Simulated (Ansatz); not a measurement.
Species: C3H4, SMILES `C1=CC1` (charge 0, multiplicity 1).

### Question
Give a relaxed geometry from B3LYP-D3(BJ)/def2-TZVP (Ansatz, a program for electronic structure).

### Answer
the end point of this relaxation (outside a Z-matrix the atoms follow the SMILES, hydrogens last).
Z-matrix (Å, degrees):
```
C
H 1 1.0890
H 1 1.0890 2 113.67
C 1 1.5051 2 119.64 3 150.54
C 4 1.2867 1 64.69 2 105.60
H 5 1.0748 4 149.72 1 180.00
H 4 1.0748 5 149.72 6 0.00
```
